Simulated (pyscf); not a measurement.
Single points on ωB97X-D3(BJ)/def2-SVP structures (PySCF, gas phase).

Question: `[OH2]` + `[SH][Zn][Cl]` → `[OH][Zn][Cl]` + `[SH2]`
Surface: singlet. Broken: H–O, S–Zn. Formed: O–Zn, H–S. Give ΔE‡ and ΔE from ωB97M-D3(BJ)/def2-TZVP, relative to the separated reactants.

Answer: ΔE‡ = 42.0 kJ/mol, ΔE = +59.3 kJ/mol. Zero-point energy shifts the barrier by -4.2 kJ/mol. It is a four-centre exchange, with an imaginary mode of 635i cm⁻¹. On the reactant side the descent ends in an adduct with a O–Zn contact (not fully relaxed), 65.5 kJ/mol under the separated species and 101.7 kJ/mol under the saddle at ωB97X-D3(BJ)/def2-TZVP. On the product side the descent ends in an adduct with a S–Zn contact, 54.1 kJ/mol under the separated species and 24.4 kJ/mol under the saddle at ωB97X-D3(BJ)/def2-TZVP. At ωB97M-D3(BJ) the saddle lies under the separated products, which points to a path from their complex (located at ωB97X-D3(BJ) alone), and parting the products costs more than the saddle. What is counted as formed (O–Zn) is already present as a longer contact in the reactant adduct; forming that adduct is a step of its own. What is counted as broken (S–Zn) persists as a longer contact in the product adduct; parting that adduct is a step of its own. This is the saddle that the search found; another between the same sides may lie lower. Elements up to Kr have no core potential and no relativistic terms here.
